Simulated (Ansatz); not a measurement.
Cost and result for the atomization energy of C₃H₆ClF, SMILES `CC(F)CCl` (11 atoms, 10 bonds).

Cartesian coordinates in Å:
```
C 0.328 -0.922 -0.857
C -0.162 -0.366 0.452
F 0.668 -0.818 1.474
C -0.137 1.147 0.541
Cl -1.340 1.867 -0.550
H 0.317 -2.012 -0.829
H 1.349 -0.586 -1.053
H -0.314 -0.587 -1.673
H -1.171 -0.725 0.678
H -0.379 1.465 1.554
H 0.842 1.536 0.262
```

The species carries charge 0 and has multiplicity 1. Geometry: relaxed with PBE0-D4/def2-TZVP. It is one conformer, not always the lowest. Program: Ansatz. All runs use 4 threads of an Arm Neoverse V2 on a shared host. Times are those of one run each, without the atoms' runs, and a repeat can differ threefold. Electronic energies, without spin–orbit coupling; frozen cores. CCSD(T)/CBS adds CCSD(T) − MP2 in def2-TZVPP to the MP2 limit, and its time is that of the two runs behind it. T1 = 0.010. B3LYP takes the VWN-RPA correlation (the form of Gaussian; ORCA's B3LYP/G).

CCSD(T)/CBS is a level of theory with its own doubt, some kJ/mol a heavy atom from the limit and from the frozen cores, so smaller differences don't rank the functionals.

| level | functions | wall time |
| --- | --- | --- |
| PBE-D4/def2-TZVPP (with forces) | 250 | 2.4 s |
| PBE0-D4/def2-TZVPP | 250 | 2.9 s |
| B3LYP-D4/def2-TZVPP (with forces) | 250 | 4.5 s |
| r2SCAN-D4/def2-TZVPP (with forces) | 250 | 4.7 s |
| B2PLYP/def2-TZVPP | 250 | 5 s |
| ωB97X-V/def2-TZVPP | 250 | 7 s |
| ωB97M-V/def2-TZVPP (with forces) | 250 | 11 s |
| MP2/def2-QZVPP | 478 | 22 s |
| CCSD(T)/def2-TZVPP | 250 | 2.7 min |
| CCSD(T)/CBS(def2) | – | 3.1 min |

Question: What atomization energy does each give, and how far from CCSD(T)/CBS? (Estimate.)

Answer: Computed: 
```tsv
level	atomization (kJ/mol)	difference from CCSD(T)/CBS	per bond
PBE-D4/def2-TZVPP (with forces)	4271.4	99.1	9.9
PBE0-D4/def2-TZVPP	4201.1	28.8	2.9
B3LYP-D4/def2-TZVPP (with forces)	4162.1	-10.2	-1.0
r2SCAN-D4/def2-TZVPP (with forces)	4185.6	13.3	1.3
B2PLYP/def2-TZVPP	4125.6	-46.7	-4.7
ωB97X-V/def2-TZVPP	4180.5	8.2	0.8
ωB97M-V/def2-TZVPP (with forces)	4186.1	13.8	1.4
MP2/def2-QZVPP	4202.8	30.5	3.1
CCSD(T)/def2-TZVPP	4073.2	-99.1	-9.9
CCSD(T)/CBS(def2)	4172.3	0.0	0.0
```

The D4 term adds +32.0 kJ/mol with B3LYP and +16.7 kJ/mol with PBE0; it sums over pairs of atoms, weighted by their polarisabilities, and B3LYP, whose exchange is more repulsive, gets the larger term. From PBE to PBE0 (25 % exact exchange), in def2-TZVPP and without D4, the atomization energy moves by −67.1 kJ/mol: exact exchange takes away binding that semilocal exchange gives to molecules. In def2-TZVPP, CCSD(T) changes the Hartree–Fock value by +986.7 kJ/mol (the triples alone add +59.3 kJ/mol) and MP2 by +1058.3 kJ/mol; breaking electron pairs costs correlation energy, which Hartree–Fock lacks.
